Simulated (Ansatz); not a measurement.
# Worked example: correlation energy of PH2⁺, singlet

Geometry: a point of a bend scan, not a stationary point.

```xyz
3

P     0.0000   -0.0168    0.0000
H     0.0000    0.2583   -1.4025
H     0.0000    0.2583    1.4025
```

Basis cc-pVDZ; Ansatz 0.2.0. Only valence electrons are correlated (noble-gas cores frozen), which leaves 6 electrons in 23 orbitals. Prefix R: restricted or restricted open-shell reference.

Full CI is exact within this basis and frozen core; it isn't the basis-set limit.

Runs differ by some tens of microhartree through their thresholds, so steps under 0.03 kcal/mol mean nothing.

| level | total energy (hartree) |
| --- | --- |
| RHF | -341.436473 |
| RMP2 | -341.535950 |
| RCCSD | -341.568704 |
| RCCSD(T) | -341.572955 |
| RCCSDT | -341.575202 |
| RCCSDT(Q) | -341.575653 |
| RCCSDTQ | -341.575724 |
| full CI | -341.575733 |

What is the correlation energy at full CI, and what share of it do RMP2 and RCCSD recover?

E(corr) = -341.575733 − (-341.436473) = -0.139260 hartree = -3.789 eV. RMP2: -0.099477 / -0.139260 = 71.43 %. RCCSD: -0.132231 / -0.139260 = 94.95 %.

By how many kcal/mol does RCCSD(T) miss full CI (1 hartree = 627.509 kcal/mol), and which steps make up the rest?

-341.572955 − (-341.575733) = 0.002778 hartree = 1.74 kcal/mol. Steps: RCCSDT − RCCSD(T) = -1.41, RCCSDT(Q) − RCCSDT = -0.28, RCCSDTQ − RCCSDT(Q) = -0.04, full CI − RCCSDTQ = -0.01 kcal/mol. With more than one leading determinant such errors change with state and geometry, and needn't cancel in differences.
